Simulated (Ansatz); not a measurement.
Process, species as SMILES: [PH2] (PH2) → PH2+ (singlet, bonded as [PH2]) + e-
B3LYP-D3(BJ)/def2-TZVP geometries, fixed; electronic energies without zero-point terms.
Largest species:
```xyz
3

P      0.0052    -0.0015     0.1165
H     -0.0501     1.0329    -0.8596
H     -0.0274    -1.0099    -0.8876
```
Charge 0, spin multiplicity 2.

Effect of the final integration grid (spheres per factor e of radius in core and valence, angular degree) at PBE/def2-TZVPP with Ansatz (an electronic-structure program), against the last row, where the adiabatic ionisation energy is 9.95 eV. Open shells are unrestricted. The default's grid is 13, 11, 36.

| setting | largest shift of a total energy (mEh) | shift of the adiabatic ionisation energy (eV) |
|---|---|---|
| accuracy: medium (default) | 0.000 | 0.000 |
| final_grid: 4, 3, 11 | -0.344 | 0.003 |
| final_grid: 6, 5, 17 | -0.003 | 0.000 |
| final_grid: 8, 7, 23 | 0.005 | 0.000 |
| final_grid: 10, 9, 29 | 0.000 | 0.000 |
| final_grid: 18, 15, 47 | 0.000 | 0.000 |
| final_grid: 26, 22, 59 | 0.000 | 0.000 |

Within 0.002 eV in the adiabatic ionisation energy: accuracy: medium (default); final_grid: 6, 5, 17; final_grid: 8, 7, 23; final_grid: 10, 9, 29; final_grid: 18, 15, 47. The largest shift is 0.344 mEh in a total energy and 0.003 eV in the difference.
